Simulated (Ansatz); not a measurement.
A plane-wave DFT run in Ansatz 0.2.0 (scalar-relativistic PAW potentials unless the input names others): input and command.

```yaml
crystal:
  lattice:
    - [2.5305027254, 0.0, 0.0]
    - [-1.2652513627, 2.1914796445, 0.0]
    - [0.0, 0.0, 25.1947833401]
  atoms:
    - { symbol: Cu, position: [0.6666666667, 0.3333333333, 0.3373714267] }
    - { symbol: Cu, position: [0.3333333333, 0.6666666667, 0.4193299715] }
    - { symbol: Cu, position: [0.6666666667, 0.3333333333, 0.5014733832] }
    - { symbol: Cu, position: [0.3333333333, 0.6666666667, 0.5824293232] }
    - { symbol: F, position: [0.3333333333, 0.6666666667, 0.6519697821] }
basis:
  ecutwfc: 500
kpoints:
  mp_grid: { grid: [12, 12, 1] }
hamiltonian:
  xc: r2scan
  hubbard: { sites: [{ species: Cu, l: d, u_eff: 6.0 }], double_counting: fll }
scf:
  occupations: { method: gaussian, width: 0.1 }
  mixing: { algorithm: broyden, beta: 0.3 }
output:
  forces: true
  eigenvalues: true
efield:
  axis: 3
  dipole_correction: true
  ramp_width: 0.04
```

```bash
ansatz run input.yaml --threads 2 --pin off --max-ram 5120MiB --backend cpu --events-out ev --progress --plain --runs-dir out
```

Abridged log:
```
Cu: projections on atomic orbitals take those of the free atom [Ne] 3s2 3p6 3d10 4s1, of charge +0.00 (hamiltonian.pseudopotentials.projection_atoms); the dataset's partial waves leave at most 2.0e-6 of an orbital's norm unspanned inside its sphere
F: projections on atomic orbitals take those of the free atom [He] 2s2 2p5, of charge +0.00 (hamiltonian.pseudopotentials.projection_atoms); the dataset's partial waves leave at most 1.6e-8 of an orbital's norm unspanned inside its sphere
Pseudopotentials: kind: paw
Pseudopotential: Cu, paw, valence charge 19, recommended cutoff 500 eV (meta_gga)
Pseudopotential: F, paw, valence charge 7, recommended cutoff 500 eV (meta_gga)
Functional definition: r2SCAN
Crystal: 5 atoms, lattice volume = 139.719 Å³
Basis set: ecut = 500 eV, 3529 PW (Γ), exchange–correlation on 80×80×768 points (64 copies of the dense FFT grid, shifted against one another)
Bands: 50, of which v1, the nominal top of the filled ones, is band 42 counted from 1 (41 counted from 0)
Symmetry: 6 space group operations
Space group: P3m1 (ITA 156), of the structure as read, at distance tolerance 5.2e-5 Å
k-points: 19 of 144 (time reversal used)
Initial density: superposition of atomic densities (neutral atoms: chi_scale 0, normalization atom)
Initial wavefunctions: pseudopotential atomic-orbital guess
Functional: x = r2scan, c = r2scan; τ floored in thin density (d = 2e-4 eV/Å³)
SCF iter   1: F=—  HF=-27333.296746 eV  |F-HF|=—  |Δ(HF+E_count)|=         —  Δρ=8.90e-2  dr2=2.29e1  dr2_τ=2.74e-1  ethr=3.10e-3  p= 0.000 e·Å  D=-2.86e-8 V/Å  ΔV_dip=0.00 eV  dr2_dipole=7.84e0  V_vac-E_F(+/−)=6.41/6.41 eV  ⟨swp⟩=8.8  Hψ=4234  notcnv=0  defer=5
efield: sawtooth ramp at fractional position 0.9747 (placed from the atoms, in the widest stretch of the axis that holds none; the zero of the levels goes with the place), width 0.0400; the density the first Hamiltonian is built on has a dipole p =  0.000 e·Å; the dipole correction subtracts the counter field D = -2.86e-8 V/Å, which shifts the + side's vacuum level by +0.00 eV against the − side's; the planar-averaged density in the ramp window peaks in size at 1.5e-6 e/Å³
SCF iter   2: F=—  HF=-27331.047179 eV  |F-HF|=—  |Δ(HF+E_count)|=    2.25e0  Δρ=9.90e-2  dr2=6.52e1  dr2_τ=1.01e0  ethr=3.10e-3  p=-0.210 e·Å  D=-2.72e-1 V/Å  ΔV_dip=6.85 eV  dr2_dipole=2.37e1  V_vac-E_F(+/−)=11.52/4.67 eV  ⟨swp⟩=5.4  Hψ=2668  notcnv=0  defer=43  κ⁻¹=1.0e0(r=1)
SCF iter   3: F=—  HF=-27330.875773 eV  |F-HF|=—  |Δ(HF+E_count)|=   1.71e-1  Δρ=4.01e-2  dr2=1.15e1  dr2_τ=1.05e-1  ethr=3.10e-3  p=-0.081 e·Å  D=-1.05e-1 V/Å  ΔV_dip=2.63 eV  dr2_dipole=5.22e0  V_vac-E_F(+/−)=8.99/6.36 eV  ⟨swp⟩=2.8  Hψ=1761  notcnv=0  defer=48  κ⁻¹=3.2e-3(r=2)
SCF iter   4: F=—  HF=-27330.257506 eV  |F-HF|=—  |Δ(HF+E_count)|=   6.18e-1  Δρ=3.07e-2  dr2=7.40e0  dr2_τ=5.37e-2  ethr=3.10e-3  p=-0.135 e·Å  D=-1.74e-1 V/Å  ΔV_dip=4.39 eV  dr2_dipole=3.23e0  V_vac-E_F(+/−)=10.23/5.83 eV  ⟨swp⟩=2.2  Hψ=1200  notcnv=0  defer=62  κ⁻¹=3.1e-4(r=3)
SCF iter   5: F=—  HF=-27330.088000 eV  |F-HF|=—  |Δ(HF+E_count)|=   1.70e-1  Δρ=3.11e-2  dr2=7.11e0  dr2_τ=6.17e-2  ethr=3.10e-3  p=-0.197 e·Å  D=-2.56e-1 V/Å  ΔV_dip=6.44 eV  dr2_dipole=2.59e0  V_vac-E_F(+/−)=11.23/4.79 eV  ⟨swp⟩=2.2  Hψ=1222  notcnv=0  defer=55  κ⁻¹=2.6e-4(r=4)
SCF iter   6: F=—  HF=-27330.051715 eV  |F-HF|=—  |Δ(HF+E_count)|=   3.63e-2  Δρ=2.70e-2  dr2=5.36e0  dr2_τ=4.95e-2  ethr=3.10e-3  p=-0.199 e·Å  D=-2.58e-1 V/Å  ΔV_dip=6.50 eV  dr2_dipole=2.09e0  V_vac-E_F(+/−)=11.18/4.68 eV  ⟨swp⟩=1.5  Hψ=1116  notcnv=0  defer=51  κ⁻¹=2.4e-5(r=5)
SCF iter   7: F=—  HF=-27330.046718 eV  |F-HF|=—  |Δ(HF+E_count)|=   5.00e-3  Δρ=2.43e-2  dr2=5.34e0  dr2_τ=3.51e-2  ethr=3.10e-3  p=-0.165 e·Å  D=-2.13e-1 V/Å  ΔV_dip=5.38 eV  dr2_dipole=2.13e0  V_vac-E_F(+/−)=10.69/5.31 eV  ⟨swp⟩=2.2  Hψ=994  notcnv=0  defer=51  κ⁻¹=6.2e-6(r=6)
SCF iter   8: F=—  HF=-27329.988334 eV  |F-HF|=—  |Δ(HF+E_count)|=   5.84e-2  Δρ=1.88e-2  dr2=2.97e0  dr2_τ=2.17e-2  ethr=3.10e-3  p=-0.171 e·Å  D=-2.22e-1 V/Å  ΔV_dip=5.59 eV  dr2_dipole=1.19e0  V_vac-E_F(+/−)=10.83/5.25 eV  ⟨swp⟩=1.5  Hψ=1135  notcnv=0  defer=59  κ⁻¹=1.4e-6(r=7)
   ...
SCF iter  17: F=—  HF=-27329.945235 eV  |F-HF|=—  |Δ(HF+E_count)|=   2.72e-5  Δρ=1.84e-4  dr2=5.87e-5  dr2_τ=2.35e-6  ethr=1.46e-7  p=-0.183 e·Å  D=-2.37e-1 V/Å  ΔV_dip=5.97 eV  dr2_dipole=6.77e-6  V_vac-E_F(+/−)=10.92/4.95 eV  ⟨swp⟩=2.0  Hψ=1146  notcnv=0  defer=59  κ⁻¹=1.3e-6(r=8)
SCF iter  18: F=—  HF=-27329.945383 eV  |F-HF|=—  |Δ(HF+E_count)|=   1.48e-4  Δρ=1.06e-4  dr2=1.25e-5  dr2_τ=1.12e-6  ethr=7.08e-8  p=-0.183 e·Å  D=-2.37e-1 V/Å  ΔV_dip=5.97 eV  dr2_dipole=2.24e-6  V_vac-E_F(+/−)=10.92/4.94 eV  ⟨swp⟩=1.3  Hψ=970  notcnv=0  defer=59  κ⁻¹=6.5e-7(r=8)
SCF iter  19: F=—  HF=-27329.945384 eV  |F-HF|=—  |Δ(HF+E_count)|=   1.49e-6  Δρ=9.06e-5  dr2=1.02e-5  dr2_τ=8.12e-7  ethr=1.51e-8  p=-0.183 e·Å  D=-2.37e-1 V/Å  ΔV_dip=5.97 eV  dr2_dipole=1.51e-6  V_vac-E_F(+/−)=10.92/4.94 eV  ⟨swp⟩=1.9  Hψ=1001  notcnv=0  defer=59  κ⁻¹=4.8e-6(r=8)
SCF iter  20: F=—  HF=-27329.945401 eV  |F-HF|=—  |Δ(HF+E_count)|=   1.67e-5  Δρ=4.88e-5  dr2=1.81e-6  dr2_τ=3.17e-7  ethr=1.23e-8  p=-0.183 e·Å  D=-2.37e-1 V/Å  ΔV_dip=5.98 eV  dr2_dipole=1.73e-7  V_vac-E_F(+/−)=10.92/4.94 eV  ⟨swp⟩=2.1  Hψ=1177  notcnv=0  defer=59  κ⁻¹=5.6e-6(r=8)
SCF iter  21: F=—  HF=-27329.945402 eV  |F-HF|=—  |Δ(HF+E_count)|=   1.49e-6  Δρ=3.37e-5  dr2=4.09e-7  dr2_τ=2.16e-7  ethr=2.18e-9  p=-0.183 e·Å  D=-2.37e-1 V/Å  ΔV_dip=5.98 eV  dr2_dipole=5.13e-11  V_vac-E_F(+/−)=10.92/4.94 eV  ⟨swp⟩=2.0  Hψ=1139  notcnv=0  defer=59  κ⁻¹=1.8e-5(r=8)
SCF iter  22: F=—  HF=-27329.945407 eV  |F-HF|=—  |Δ(HF+E_count)|=   4.97e-6  Δρ=2.15e-5  dr2=5.24e-7  dr2_τ=6.79e-8  ethr=4.92e-10  p=-0.183 e·Å  D=-2.37e-1 V/Å  ΔV_dip=5.98 eV  dr2_dipole=1.02e-7  V_vac-E_F(+/−)=10.92/4.94 eV  ⟨swp⟩=2.8  Hψ=1421  notcnv=0  defer=59  κ⁻¹=1.4e-5(r=8)
SCF iter  23: F=—  HF=-27329.945408 eV  |F-HF|=—  |Δ(HF+E_count)|=   5.26e-7  Δρ=1.72e-5  dr2=2.63e-7  dr2_τ=3.36e-8  ethr=4.92e-10  p=-0.183 e·Å  D=-2.37e-1 V/Å  ΔV_dip=5.98 eV  dr2_dipole=2.31e-8  V_vac-E_F(+/−)=10.92/4.94 eV  ⟨swp⟩=2.1  Hψ=940  notcnv=0  defer=59  κ⁻¹=8.3e-6(r=8)
SCF iter  24: F=-27329.945409 eV  HF=-27329.945409 eV  |F-HF|=5.43e-7  |Δ(HF+E_count)|=   1.20e-6  Δρ=8.44e-6  dr2=3.76e-8  dr2_τ=1.12e-8  ethr=1.20e-10  p=-0.183 e·Å  D=-2.37e-1 V/Å  ΔV_dip=5.98 eV  dr2_dipole=2.31e-9  V_vac-E_F(+/−)=10.92/4.94 eV  ⟨swp⟩=14.9  Hψ=5906  notcnv=0
SCF 1 converged in 24 iterations: F = -27329.945409 eV  dr2 = 3.76e-8
SCF converged after 24 iterations
Stability not checked: this state was not tested for a lower state beside it, because the mixer in use, unlike msr1, does not test its closes by its own steps (another_mixer; see scf.mixing.algorithm and scf.lower_state_search)
Free energy (F): -27329.945409 eV
Harris-Foulkes:  -27329.945409 eV  (|F-HF|=5.43e-7)
Internal energy: -27329.931959 eV  (E = F + TS)
E sigma→0 (E₀):  -27329.938684 eV
Entropy (-TS):   -0.013451 eV (-2.690 meV/atom)
Fermi energy:    0.575721 eV
Dipole field:    D = -0.237186 V/Å  (p = -0.183140 e·Å, saw-weighted, corrected)
Work function:   Φ+ = 10.9178 eV   Φ− = 4.9419 eV
Levels:          The Fermi level and band energies are counted from a zero that moves with the ramp; work functions are not
--- Forces (eV/Å), atoms counted from 1 ---
  atom   1  Cu     0.00000000     0.00000000     0.04303010
  atom   2  Cu     0.00000000     0.00000000    -0.10517178
  atom   3  Cu     0.00000000     0.00000000     0.01155814
  atom   4  Cu     0.00000000     0.00000000    -0.90500353
  atom   5  F      0.00000000     0.00000000     0.95565185
Occupation matrices written to <dir>
```

Apart from outputs, empty bands and the relaxation, which only the reference makes, the input differs from a reference run on usual settings in hamiltonian.hubbard: not typed → {"sites": [{"species": "Cu", "l": "d", "u_eff": 6.0}], "double_counting": "fll"}; scf.mixing.algorithm: not typed → "broyden"; scf.mixing.beta: not typed → 0.3. The reference, at the same geometry, ended its own course with largest force 0.066 eV/Å, no gap on the mesh. This run converged in 24 SCF iterations with an energy at zero smearing 419 meV/atom above the reference's (the Hamiltonian itself differs), largest force 0.956 eV/Å, no gap on the mesh.

It took 48 s on 2 threads of Intel(R) Xeon(R) Processor @ 2.50GHz (Skylake/Cascade Lake), on a shared host, peak memory 0.8 GiB.